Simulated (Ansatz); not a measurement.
# What a trial cell of ZrPt2 relaxes into

Theory: Ansatz 0.2.0, DFT PBE, scalar-relativistic, plane waves, PAW. Cutoff 420 eV, Γ-centred k mesh, Gaussian smearing, no spin polarisation in the final step.

The start puts ZrPt2 on the AlB2 structure type (P6/mmm, No. 191), with Zr in place of Al, Pt in place of B, at a guessed volume.

```
Zr Pt
1.0
     3.60351    0.00000    0.00000
    -1.80176    3.12073    0.00000
     0.00000    0.00000    3.89083
Zr Pt
1 2
Direct
  0.00000 0.00000 0.00000
  0.33333 0.66667 0.50000
  0.66667 0.33333 0.50000
```

Cell and atoms relax at zero pressure; the relaxation can't lower the symmetry of the start. After a coarse first stage the cell is made exact in the group found at 0.06 Å.

Formation energies are uncorrected and refer to the elements' standard structures at the same level.

What does it relax into?

It keeps P6/mmm (No. 191), but not the shape of the type it started on. Conventional cell: a = 4.622 Å, c = 2.850 Å. Zr has 2 Zr at 2.85 Å and 12 Pt at 3.03 Å; Pt has 3 Pt at 2.67 Å, 2 Pt at 2.85 Å and 6 Zr at 3.03 Å.

```cif
data_structure
_symmetry_space_group_name_H-M 'P6/mmm'
_symmetry_Int_Tables_number 191
_cell_length_a 4.6219
_cell_length_b 4.6219
_cell_length_c 2.8497
_cell_angle_alpha 90.000
_cell_angle_beta 90.000
_cell_angle_gamma 120.000
_cell_volume 52.72
loop_
_atom_site_label
_atom_site_type_symbol
_atom_site_symmetry_multiplicity
_atom_site_Wyckoff_symbol
_atom_site_fract_x
_atom_site_fract_y
_atom_site_fract_z
_atom_site_occupancy
Zr1 Zr 1 a 0.00000 0.00000 0.00000 1
Pt1 Pt 2 d 0.33333 0.66667 0.50000 1
```

What are its volume, energy, density and gap?

The volume per atom is 17.57 Å³ and the density is 15.16 g/cm³. The energy over the elements is -0.76 eV/atom and the gap on the 12×12×14 mesh is 0 eV (a metal).

The final run used a 12×12×14 mesh on its 3-atom cell and 0.10 eV smearing. The k mesh leaves about 4 meV/atom of noise in metals. Spin–orbit coupling is left out. A structure relaxed within its symmetry needn't be a true minimum.